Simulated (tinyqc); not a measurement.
G0W0 on RHF in the sto-3g basis, for OH-, spin multiplicity 1, step by step. The basis has no diffuse functions, so it cannot describe the extra electron: this is an exercise in the method, not the real anion. Computed by tinyqc, a small Python program that keeps every step (integrals from PySCF). Settings: charge = -1, multiplicity = 1, basis = sto-3g, method = RHF, energy threshold = 1e-10, iteration cap = 64, orthogonalisation = canonical, start = atomic densities, DIIS depth = 6. Command: `OMP_NUM_THREADS=1 python tinyqc.py 31021 31022 out.jsonl` (the two numbers bound the seeds that draw the settings). One thread of a shared host (Intel(R) Xeon(R) Processor @ 2.60GHz), about 0.09 s of CPU time with the checks. The early iterations of the SCF are left out here.

## One-electron integrals

Geometry (angstrom):
```
atom        x        y        z
O     0.00000  0.00000  0.00000
H     0.00000  0.00000  1.01400
```

Basis sto-3g: exponents (1/bohr^2) and contraction coefficients of normalised primitives:
```
element  l (shell)   exponent  coefficient
O            s (1)  130.70932      0.15433
O            s (1)   23.80886      0.53533
O            s (1)    6.44361      0.44463
O            s (2)    5.03315     -0.09997
O            s (2)    1.16960      0.39951
O            s (2)    0.38039      0.70012
O            p (3)    5.03315      0.15592
O            p (3)    1.16960      0.60768
O            p (3)    0.38039      0.39196
H            s (1)    3.42525      0.15433
H            s (1)    0.62391      0.53533
H            s (1)    0.16886      0.44463
```

Overlap, kinetic and nuclear-attraction integrals over the contracted functions; the nuclear repulsion is the sum of Za Zb / Rab.

nuclear repulsion = 4.1749681 hartree

overlap S:
```
          1O 1s    1O 2s   1O 2px   1O 2py   1O 2pz    2H 1s
1O 1s   1.00000  0.23670  0.00000  0.00000  0.00000  0.04715
1O 2s   0.23670  1.00000  0.00000  0.00000  0.00000  0.43829
1O 2px  0.00000  0.00000  1.00000  0.00000  0.00000  0.00000
1O 2py  0.00000  0.00000  0.00000  1.00000  0.00000  0.00000
1O 2pz  0.00000  0.00000  0.00000  0.00000  1.00000  0.37308
2H 1s   0.04715  0.43829  0.00000  0.00000  0.37308  1.00000
```

kinetic energy T (hartree):
```
           1O 1s     1O 2s   1O 2px   1O 2py   1O 2pz     2H 1s
1O 1s   29.00320  -0.16801  0.00000  0.00000  0.00000  -0.00581
1O 2s   -0.16801   0.80813  0.00000  0.00000  0.00000   0.10304
1O 2px   0.00000   0.00000  2.52873  0.00000  0.00000   0.00000
1O 2py   0.00000   0.00000  0.00000  2.52873  0.00000   0.00000
1O 2pz   0.00000   0.00000  0.00000  0.00000  2.52873   0.24244
2H 1s   -0.00581   0.10304  0.00000  0.00000  0.24244   0.76003
```

nuclear attraction V (hartree):
```
            1O 1s     1O 2s    1O 2px    1O 2py    1O 2pz     2H 1s
1O 1s   -61.14033  -7.30661   0.00000   0.00000  -0.01383  -1.49561
1O 2s    -7.30661  -9.56898   0.00000   0.00000  -0.16574  -3.30016
1O 2px    0.00000   0.00000  -9.45959   0.00000   0.00000   0.00000
1O 2py    0.00000   0.00000   0.00000  -9.45959   0.00000   0.00000
1O 2pz   -0.01383  -0.16574   0.00000   0.00000  -9.56912  -2.53467
2H 1s    -1.49561  -3.30016   0.00000   0.00000  -2.53467  -5.28015
```

core Hamiltonian H = T + V (hartree):
```
            1O 1s     1O 2s    1O 2px    1O 2py    1O 2pz     2H 1s
1O 1s   -32.13713  -7.47462   0.00000   0.00000  -0.01383  -1.50142
1O 2s    -7.47462  -8.76086   0.00000   0.00000  -0.16574  -3.19712
1O 2px    0.00000   0.00000  -6.93086   0.00000   0.00000   0.00000
1O 2py    0.00000   0.00000   0.00000  -6.93086   0.00000   0.00000
1O 2pz   -0.01383  -0.16574   0.00000   0.00000  -7.04039  -2.29222
2H 1s    -1.50142  -3.19712   0.00000   0.00000  -2.29222  -4.52011
```

## Two-electron integrals

Functions are numbered as in S; the eight-fold symmetry (ij|kl) = (ji|kl) = (kl|ij) leaves the list below.

Two-electron integrals (ij|kl) in chemists' order, unique and non-zero (hartree):
```
(11|11) 4.78507   (21|11) 0.74138   (21|21) 0.13687   (22|11) 1.11895
(22|21) 0.25663   (22|22) 0.81721   (31|31) 0.02448   (32|31) 0.03781
(32|32) 0.18052   (33|11) 1.11581   (33|21) 0.25668   (33|22) 0.81702
(33|33) 0.88016   (41|41) 0.02448   (42|41) 0.03781   (42|42) 0.18052
(43|43) 0.04744   (44|11) 1.11581   (44|21) 0.25668   (44|22) 0.81702
(44|33) 0.78527   (44|44) 0.88016   (51|51) 0.02448   (52|51) 0.03781
(52|52) 0.18052   (53|53) 0.04744   (54|54) 0.04744   (55|11) 1.11581
(55|21) 0.25668   (55|22) 0.81702   (55|33) 0.78527   (55|44) 0.78527
(55|55) 0.88016   (61|11) 0.14982   (61|21) 0.02743   (61|22) 0.05110
(61|33) 0.05100   (61|44) 0.05100   (61|51) 0.00127   (61|52) 0.00237
(61|55) 0.05131   (61|61) 0.00557   (62|11) 0.36557   (62|21) 0.08490
(62|22) 0.29946   (62|33) 0.29436   (62|44) 0.29436   (62|51) 0.00638
(62|52) 0.04876   (62|55) 0.30936   (62|61) 0.01735   (62|62) 0.13602
(63|31) 0.00887   (63|32) 0.05169   (63|53) 0.01012   (63|63) 0.01935
(64|41) 0.00887   (64|42) 0.05169   (64|54) 0.01012   (64|64) 0.01935
(65|11) 0.26373   (65|21) 0.06204   (65|22) 0.23366   (65|33) 0.22306
(65|44) 0.22306   (65|51) 0.01295   (65|52) 0.08770   (65|55) 0.25459
(65|61) 0.01323   (65|62) 0.12891   (65|65) 0.14013   (66|11) 0.50612
(66|21) 0.11945   (66|22) 0.48327   (66|33) 0.46375   (66|44) 0.46375
(66|51) 0.01159   (66|52) 0.12232   (66|55) 0.52171   (66|61) 0.02462
(66|62) 0.27664   (66|65) 0.29932   (66|66) 0.77461
```

## Orthogonalisation

S = U s U^T; canonical form X = U s^(-1/2), so that X^T S X = 1. Each column of U has its largest component positive (the first on a tie).

eigenvalues of S: 0.40773  0.83952  1.00000  1.00000  1.13223  1.62053

X:
```
               1         2         3        4         5        6
1O 1s    0.27325   0.76920   0.00000  0.00000   0.59490  0.21098
1O 2s   -0.89534  -0.47326   0.00000  0.00000   0.37385  0.44912
1O 2px   0.00000   0.00000  -0.56799  0.82303   0.00000  0.00000
1O 2py   0.00000   0.00000   0.82303  0.56799   0.00000  0.00000
1O 2pz  -0.66917   0.56292   0.00000  0.00000  -0.58828  0.31379
2H 1s    1.06233  -0.24214   0.00000  0.00000  -0.20850  0.52192
```

Within a degenerate level the vectors are fixed only up to a rotation; this is one choice.

## Iteration 7 (converged): orbitals

converged F (hartree):
```
            1O 1s     1O 2s   1O 2px   1O 2py    1O 2pz     2H 1s
1O 1s   -19.38576  -4.97230  0.00000  0.00000  -0.02279  -1.00805
1O 2s    -4.97230  -1.77859  0.00000  0.00000  -0.04435  -0.66866
1O 2px    0.00000   0.00000  0.24344  0.00000   0.00000   0.00000
1O 2py    0.00000   0.00000  0.00000  0.24344   0.00000   0.00000
1O 2pz   -0.02279  -0.04435  0.00000  0.00000   0.45067  -0.30299
2H 1s    -1.00805  -0.66866  0.00000  0.00000  -0.30299  -0.08611
```

Diagonalise F' = X^T F X, C = X C', fill 5 alpha and 5 beta electrons from the bottom; D = 2 C_occ C_occ^T. Each column has its largest component positive (the first on a tie).

F' = X^T F X (hartree):
```
          1         2        3        4         5         6
1   0.73706  -1.68803  0.00000  0.00000  -1.04149  -0.56013
2  -1.68803  -7.80169  0.00000  0.00000  -8.46493  -4.09292
3   0.00000   0.00000  0.24344  0.00000   0.00000   0.00000
4   0.00000   0.00000  0.00000  0.24344   0.00000   0.00000
5  -1.04149  -8.46493  0.00000  0.00000  -8.85339  -4.74485
6  -0.56013  -4.09292  0.00000  0.00000  -4.74485  -2.79327
```

orbital energies (hartree): MO1 -19.39458, MO2 -0.58597, MO3 0.07216, MO4 0.24344, MO5 0.24344, MO6 1.19711

coefficients C:
```
             MO1       MO2       MO3       MO4      MO5       MO6
1O 1s    0.99431  -0.23863   0.10847   0.00000  0.00000   0.08604
1O 2s    0.02433   0.87480  -0.56417   0.00000  0.00000  -0.53191
1O 2px   0.00000   0.00000   0.00000   0.99916  0.04102   0.00000
1O 2py   0.00000   0.00000   0.00000  -0.04102  0.99916   0.00000
1O 2pz   0.00338   0.05348   0.53677   0.00000  0.00000  -0.95823
2H 1s   -0.00626   0.26171   0.68420   0.00000  0.00000   0.98304
```

D after iteration 7:
```
           1O 1s     1O 2s   1O 2px   1O 2py    1O 2pz     2H 1s
1O 1s    2.11471  -0.49153  0.00000  0.00000   0.09765   0.01107
1O 2s   -0.49153   2.16833  0.00000  0.00000  -0.51192  -0.31442
1O 2px   0.00000   0.00000  2.00000  0.00000   0.00000   0.00000
1O 2py   0.00000   0.00000  0.00000  2.00000   0.00000   0.00000
1O 2pz   0.09765  -0.51192  0.00000  0.00000   0.58198   0.76247
2H 1s    0.01107  -0.31442  0.00000  0.00000   0.76247   1.07333
```

Within a degenerate level the vectors are fixed only up to a rotation; this is one choice.

## Convergence

Stop when the energy changes by less than 1e-10 hartree and every element of the error matrix X^T (F D S - S D F) X is below 3e-06.

Course of the cycle:
```
iteration  E (hartree)     change  largest element of the error matrix
1          -79.2751568          -                             8.83e-01
2          -74.0483318   5.23e+00                             1.18e-01
3          -74.0626143  -1.43e-02                             2.03e-02
4          -74.0629032  -2.89e-04                             3.06e-03
5          -74.0629079  -4.69e-06                             5.94e-05
6          -74.0629079  -1.75e-09                             3.46e-07
7          -74.0629079  -7.11e-14                             3.37e-10
```

PySCF RHF in the same basis = -74.0629079 hartree

Converged in 7 iterations.

## Integrals over molecular orbitals

(pq|rs) = sum C_ip C_jq C_kr C_ls (ij|kl), one index at a time.

one-electron integrals over orbitals h = C^T H C (hartree):
```
           1         2         3         4         5         6
1  -32.11954   0.58833  -0.25776   0.00000   0.00000  -0.20563
2    0.58833  -7.09930   0.71255   0.00000   0.00000   1.03173
3   -0.25776   0.71255  -5.73580   0.00000   0.00000   1.38616
4    0.00000   0.00000   0.00000  -6.93086   0.00000   0.00000
5    0.00000   0.00000   0.00000   0.00000  -6.93086   0.00000
6   -0.20563   1.03173   1.38616   0.00000   0.00000  -5.62381
```

Two-electron integrals over orbitals (pq|rs), unique and non-zero (hartree):
```
(11|11) 4.74565    (21|11) -0.42910   (21|21) 0.06097    (22|11) 1.01254
(22|21) -0.01550   (22|22) 0.72424    (31|11) 0.19438    (31|21) -0.02662
(31|22) 0.01207    (31|31) 0.02111    (32|11) -0.19154   (32|21) 0.00860
(32|22) -0.03017   (32|31) 0.01061    (32|32) 0.14803    (33|11) 0.81349
(33|21) -0.00857   (33|22) 0.63398    (33|31) -0.00243   (33|32) -0.02147
(33|33) 0.65447    (41|41) 0.02601    (42|41) 0.03305    (42|42) 0.14806
(43|41) -0.01388   (43|42) -0.05232   (43|43) 0.04470    (44|11) 1.11534
(44|21) -0.01247   (44|22) 0.75029    (44|31) 0.00563    (44|32) -0.10227
(44|33) 0.62927    (44|44) 0.88016    (51|51) 0.02601    (52|51) 0.03305
(52|52) 0.14806    (53|51) -0.01388   (53|52) -0.05232   (53|53) 0.04470
(54|54) 0.04744    (55|11) 1.11534    (55|21) -0.01247   (55|22) 0.75029
(55|31) 0.00563    (55|32) -0.10227   (55|33) 0.62927    (55|44) 0.78527
(55|55) 0.88016    (61|11) 0.15520    (61|21) -0.02386   (61|22) -0.00112
(61|31) -0.00336   (61|32) -0.02303   (61|33) 0.01193    (61|44) 0.00419
(61|55) 0.00419    (61|61) 0.02937    (62|11) -0.21640   (62|21) 0.00457
(62|22) -0.10802   (62|31) -0.01729   (62|32) -0.02352   (62|33) -0.00816
(62|44) -0.11498   (62|55) -0.11498   (62|61) 0.01927    (62|62) 0.10865
(63|11) -0.27637   (63|21) 0.00445    (63|22) -0.10404   (63|31) 0.00390
(63|32) 0.12042    (63|33) -0.05223   (63|44) -0.15415   (63|55) -0.15415
(63|61) -0.01040   (63|62) 0.03979    (63|63) 0.16385    (64|41) -0.01026
(64|42) -0.04094   (64|43) -0.00831   (64|64) 0.03844    (65|51) -0.01026
(65|52) -0.04094   (65|53) -0.00831   (65|65) 0.03844    (66|11) 0.94360
(66|21) -0.01083   (66|22) 0.68150    (66|31) 0.01505    (66|32) 0.02981
(66|33) 0.64340    (66|44) 0.66567    (66|55) 0.66567    (66|61) -0.01049
(66|62) -0.08706   (66|63) -0.04232   (66|66) 0.72091
```

## Screening: direct RPA

With D = e_a - e_i and K = (ia|jb): diagonalise D^(1/2) (D + 4K) D^(1/2) = Z w^2 Z^T; X + Y = D^(1/2) Z w^(-1/2), each column of Z with its largest component positive (the first on a tie); E_c = (sum w - tr (D + 2K)) / 2.

D^(1/2) (D + 4K) D^(1/2) (hartree^2):
```
           1>6      2>6       3>6      4>6      5>6
1>6  426.43730  0.46717  -0.20028  0.00000  0.00000
2>6    0.46717  3.95431   0.22542  0.00000  0.00000
3>6   -0.20028  0.22542   2.00280  0.00000  0.00000
4>6    0.00000  0.00000   0.00000  1.05611  0.00000
5>6    0.00000  0.00000   0.00000  0.00000  1.05611
```

excitation energies w (hartree): 1.02767  1.02767  1.40604  1.99488  20.65037

X + Y:
```
           1         2         3         4         5
1>6  0.00000   0.00000   0.00227  -0.00336   0.99858
2>6  0.00000   0.00000  -0.12771   0.93933   0.00032
3>6  0.00000   0.00000   0.88870   0.08516  -0.00011
4>6  0.23978   0.93300   0.00000   0.00000   0.00000
5>6  0.93300  -0.23978   0.00000   0.00000   0.00000
```

RPA correlation energy = -0.0289600 hartree

Within a degenerate level the vectors are fixed only up to a rotation; this is one choice.

## G0W0 on Hartree-Fock: HOMO

W(p,q,m) = sqrt2 sum_ia (pq|ia) (X+Y)_ia,m; Sigma_c(x) = sum_(i,m) W^2/(x - e_i + w_m) + sum_(a,m) W^2/(x - e_a - w_m); solve x = e_p + Sigma_c(x) by Newton steps; Z = 1/(1 - dSigma/dx); 1 hartree = 27.211386 eV.

The 12 largest terms at x = e_p (hartree; W for the signs of X + Y given):
```
q  m         W      term
5  3  -0.17296   0.02128
5  4  -0.17133   0.01471
2  1  -0.05402   0.00157
6  1   0.05072  -0.00130
2  2   0.01388   0.00010
3  1  -0.01096   0.00010
6  2  -0.01303  -0.00009
1  1  -0.01354  8.88e-06
3  2   0.00282  6.62e-06
5  5   0.00589  1.68e-06
1  2   0.00348  5.86e-07
```

Newton steps (hartree):
```
step        x  Sigma_c(x)        Z
0     0.24344     0.03640  0.97637
1     0.27898     0.03556  0.97733
2     0.27899     0.03556  0.97733
```

quasiparticle energy of the HOMO = 7.59181 eV

Hartree-Fock value = 6.62428 eV

## G0W0 on Hartree-Fock: LUMO

As before.

The 12 largest terms at x = e_p (hartree; W for the signs of X + Y given):
```
q  m         W      term
3  3   0.19871   0.01560
6  4  -0.12070  -0.00730
2  4   0.14903   0.00588
3  4   0.07264   0.00169
5  1   0.05072   0.00130
4  2   0.05072   0.00130
6  3  -0.03750  -0.00100
2  3   0.03045   0.00029
4  1   0.01303   0.00009
5  2  -0.01303   0.00009
1  5   0.04149  4.17e-05
2  5   0.02726  3.31e-05
```

Newton steps (hartree):
```
step        x  Sigma_c(x)        Z
0     1.19711     0.01804  0.98607
1     1.21490     0.01779  0.98612
2     1.21490     0.01779  0.98612
```

quasiparticle energy of the LUMO = 33.05904 eV

Hartree-Fock value = 32.57503 eV
